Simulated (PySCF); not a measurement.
An EPR job on `[C]#C` [radical].

Method: UKS B3LYP, IGLO-III on C, pcH-1 on H, non-relativistic, mean-field spin-orbit, GIAO (PySCF 2.14.0). Geometry: PBE0-D3(BJ)/def2-SVP. The input is one job of a driver script: a line of settings, then coordinates in Å.

Input:
```
{"job": {"kind": "epr"}, "charge": 0, "multiplicity": 2}
C      1.166180     0.241793    -0.012668
C     -0.037318     0.096250    -0.007946
H     -1.105902    -0.032724    -0.004497
```

Question: Estimate the output.

Answer: 
```
UKS, coarse grid
  cycle   1  E = -76.60945900  |g| = 2.47e-01
  cycle   2  E = -76.56906649  |g| = 3.69e-01
  cycle   3  E = -76.63015265  |g| = 1.30e-01
  cycle   4  E = -76.63918994  |g| = 1.80e-02
  cycle   5  E = -76.63950341  |g| = 5.42e-03
  cycle   6  E = -76.63958881  |g| = 3.02e-03
  cycle   7  E = -76.63963515  |g| = 6.86e-04
  cycle   8  E = -76.63963701  |g| = 1.32e-04
UKS, final grid
  cycle   1  E = -76.63963472  |g| = 2.25e-04
  cycle   2  E = -76.63963459  |g| = 5.51e-04
  cycle   3  E = -76.63963475  |g| = 2.49e-05
  cycle   4  E = -76.63963475  |g| = 1.84e-05
internal stability: stable
E = -76.63963475 Eh   <S^2> = 0.7739 (exact 0.7500)
g shifts (ppm)      1          2          3
  rmc          -173       -173       -173
  gc             22         16         16
  oz_so          -0        386        386
  total        -151        229        229
hyperfine (MHz)  atom isotope    a_iso     a_fc   dipolar eigenvalues
    0   13C    1078.09    1078.09    -50.87    -50.87    101.74
    1   13C     223.00     223.00    -25.19    -25.19     50.38
    2    1H      59.63      59.63     -2.69     -2.69      5.38
```

rmc, gc and oz_so are the mass-correction, gauge-correction and orbital-Zeeman/spin–orbit parts of the g shift along its three principal axes; a_iso is the isotropic hyperfine coupling and a_fc its Fermi-contact part. The program numbers atoms from 0.

Question: Get g_iso from the total shifts.

Answer: Their mean is 102 ppm; added to g_e = 2.002319 it gives 2.00242.

Question: How far is ⟨S²⟩ from the pure-spin value?

Answer: S = 0.5 gives S(S+1) = 0.75; the run has 0.7739, 0.0239 more.

Main results: ⟨S²⟩ 0.774; g_iso 2.0024.

Geometry: PBE0-D3(BJ)/def2-SVP; no solvent, vibrations or thermal averaging.

Question: Estimate the wall time. Hardware: one thread of an Arm Neoverse V1, no GPU, shared host.

Answer: About 3.5 s.
Labels such as C1 count atoms from 1, the log's own numbers from 0.
